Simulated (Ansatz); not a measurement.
## Zinc-blende GaP, Γ–Γ gap

Reference value: 2.89 eV (measured, 0 K, recommended value of a review; gaps at 0 K; as tabulated in Vurgaftman et al. (2001), doi:10.1063/1.1368156).

Task: Which of these levels comes closest to the reference?
(A) B3LYP (VWN-RPA form) (Ansatz, a program for electronic structure)
(B) r²SCAN+SOC (Ansatz)
(C) Hartree–Fock (Ansatz)
(D) LDA+SOC (Ansatz)

Result: A, B3LYP (VWN-RPA form) (Ansatz)

```tsv
level (code)	value (eV)	difference (eV)
LDA+SOC (Ansatz)	1.58	-1.31
r²SCAN+SOC (Ansatz)	2.34	-0.55
B3LYP (VWN-RPA form) (Ansatz)	2.98	+0.09
Hartree–Fock (Ansatz)	9.05	+6.16
```

Closest of the ranked levels: B3LYP (VWN-RPA form) (+0.09 eV). Among them Hartree–Fock (+6.16 eV) misses by most. Within 1 eV: r²SCAN+SOC, B3LYP (VWN-RPA form).

Semilocal Kohn–Sham gaps run low as a rule, and all computed gaps are for a static lattice, while measured ones hold electron–phonon shifts unless said otherwise. Spin–orbit coupling is included only where a level's name says +SOC; with heavier elements it mostly lowers gaps and can invert bands.  Values are at the measured cell. Cutoffs and k meshes differ between the levels. Ansatz's density-functional and Hartree–Fock values are scalar-relativistic unless marked +SOC, with PAW data made under PBE.

Differences are worked out from the printed values.
